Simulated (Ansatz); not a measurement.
**What each rung costs, and what it gives**

Saddle point of CH7AlSi, singlet (CH₇AlSi ([CH3][AlH][SiH3]) → CH₃Al ([CH3][Al]) + SiH₄; bonds formed: Si2–H3; bonds broken: Al1–Si2, Al1–H3), PBE0-D4/def2-TZVP structure:

Al1  (-0.403, -0.708, -0.513)
Si2  (0.770, 1.312, -1.245)
H3  (0.515, 0.641, 0.326)
C4  (-0.870, -1.521, 1.219)
H5  (-0.190, 2.409, -0.932)
H6  (2.166, 1.594, -0.801)
H7  (0.881, 1.291, -2.745)
H8  (-1.442, -0.816, 1.829)
H9  (0.036, -1.775, 1.777)
H10  (-1.463, -2.427, 1.085)
(Å)

Barriers are electronic and count from the start structure reached by relaxing down the imaginary mode.

Program: Ansatz 0.2.0. Basis: as named in each row. Cores are frozen in the correlated methods. B3LYP uses VWN-RPA correlation. Extrapolation: Hartree–Fock as exp(−7.88 √X), correlation as X^−2.97.

Times are rough, for one single point on 2 threads of a shared host (Intel Xeon Platinum 8488C).

The estimate by CCSD(T) at an estimated basis limit (MP2 extrapolated from triple and quadruple zeta, plus CCSD(T) − MP2 in triple zeta) is 189.2 kJ/mol.

```json
{"method": "HF", "basis": "STO-3G", "time (s)": "under 1", "barrier (kJ/mol)": "456.7", "method less estimate": "267.5"}
{"method": "PBE-D4", "basis": "STO-3G", "time (s)": "under 1", "barrier (kJ/mol)": "342.4", "method less estimate": "153.2"}
{"method": "SPW92", "basis": "def2-SVP", "time (s)": "under 1", "barrier (kJ/mol)": "161.1", "method less estimate": "-28.1"}
{"method": "B3LYP-D4", "basis": "6-31G", "time (s)": "1", "barrier (kJ/mol)": "223.2", "method less estimate": "34.0"}
{"method": "PBE-D4", "basis": "def2-SVP", "time (s)": "1", "barrier (kJ/mol)": "169.4", "method less estimate": "-19.8"}
{"method": "PBE0-D4", "basis": "def2-SVP", "time (s)": "1", "barrier (kJ/mol)": "186.1", "method less estimate": "-3.1"}
{"method": "SPW92", "basis": "def2-TZVPP", "time (s)": "2", "barrier (kJ/mol)": "154.2", "method less estimate": "-34.9"}
{"method": "PBE-D4", "basis": "def2-TZVPP", "time (s)": "2", "barrier (kJ/mol)": "163.0", "method less estimate": "-26.1"}
{"method": "BLYP-D4", "basis": "def2-TZVPP", "time (s)": "2", "barrier (kJ/mol)": "172.5", "method less estimate": "-16.7"}
{"method": "PBE0-D4", "basis": "def2-TZVPP", "time (s)": "3", "barrier (kJ/mol)": "179.5", "method less estimate": "-9.7"}
{"method": "B3LYP-D4", "basis": "def2-TZVPP", "time (s)": "3", "barrier (kJ/mol)": "185.3", "method less estimate": "-3.9"}
{"method": "BHLYP-D4", "basis": "def2-TZVPP", "time (s)": "3", "barrier (kJ/mol)": "203.8", "method less estimate": "14.7"}
{"method": "CCSD(T)", "basis": "def2-SVP", "time (s)": "4", "barrier (kJ/mol)": "197.2", "method less estimate": "8.1"}
{"method": "r2SCAN-D4", "basis": "def2-TZVPP", "time (s)": "4", "barrier (kJ/mol)": "177.0", "method less estimate": "-12.1"}
{"method": "CAM-B3LYP-D4", "basis": "def2-TZVPP", "time (s)": "5", "barrier (kJ/mol)": "198.6", "method less estimate": "9.5"}
{"method": "wB97M-V", "basis": "def2-SVP", "time (s)": "6", "barrier (kJ/mol)": "193.3", "method less estimate": "4.1"}
{"method": "r2SCAN0-D4", "basis": "def2-TZVPP", "time (s)": "6", "barrier (kJ/mol)": "187.0", "method less estimate": "-2.2"}
{"method": "RPA on PBE", "basis": "def2-TZVPP", "time (s)": "6", "barrier (kJ/mol)": "181.7", "method less estimate": "-7.5"}
{"method": "B2PLYP", "basis": "def2-TZVPP", "time (s)": "6", "barrier (kJ/mol)": "191.5", "method less estimate": "2.4"}
{"method": "PBE-QIDH", "basis": "def2-TZVPP", "time (s)": "8", "barrier (kJ/mol)": "194.0", "method less estimate": "4.8"}
{"method": "wB97X-V", "basis": "def2-TZVPP", "time (s)": "8", "barrier (kJ/mol)": "202.0", "method less estimate": "12.8"}
{"method": "B97M-V", "basis": "def2-TZVPP", "time (s)": "10", "barrier (kJ/mol)": "177.3", "method less estimate": "-11.9"}
{"method": "wB97M-V", "basis": "def2-TZVPP", "time (s)": "10", "barrier (kJ/mol)": "186.2", "method less estimate": "-3.0"}
{"method": "MP2", "basis": "def2-QZVPP", "time (s)": "30", "barrier (kJ/mol)": "196.4", "method less estimate": "7.2"}
{"method": "CCSD(T)", "basis": "def2-TZVPP", "time (s)": "49", "barrier (kJ/mol)": "189.9", "method less estimate": "0.8"}
```

All methods are single points on the PBE0-D4 structures.

T1 diagnostic: at most 0.015. The restricted Hartree–Fock reference is unstable towards an unrestricted one at one or more of these structures.

Losses and insertions of silylenes and their heavier kin drive the gas-phase chemistry of silicon and germanium vapour deposition.

Labels in which every atom is bracketed show which atoms are joined, not bond orders.
